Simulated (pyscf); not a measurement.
F–N•–F + F–SiH₃ -> F–NH–F + F–SiH₂• (hydrogen abstraction; doublet surface; H–Si broken, H–N formed). PySCF, gas phase, ωB97X-D3(BJ)/def2-SVP geometries. Energies in kcal/mol from the separated reactants.

```
level                   barrier  reaction energy
----------------------  -------  ---------------
ωB97X-D3(BJ)/def2-TZVP     26.2            +21.7
PBE/def2-TZVP              16.7            +17.5
B3LYP-D3(BJ)/def2-TZVP     22.4            +19.6
PBE0-D3(BJ)/def2-TZVP      21.5            +18.3
ωB97M-D3(BJ)/def2-TZVP      ___            +19.6
HF/def2-TZVP                ___              ___
```

Task: Complete the blanks.

Result: 
- ωB97M-D3(BJ)/def2-TZVP, barrier: 25.7
- HF/def2-TZVP, barrier: 45.9
- HF/def2-TZVP, reaction energy: +25.6

At PBE this geometry lies under the product side: in single points on another level's saddle the reverse barrier vanishes, and the forward threshold there is about the reaction energy. This is the saddle that the search found; another between the same sides may lie lower. The angle at the transferred H is 156°.
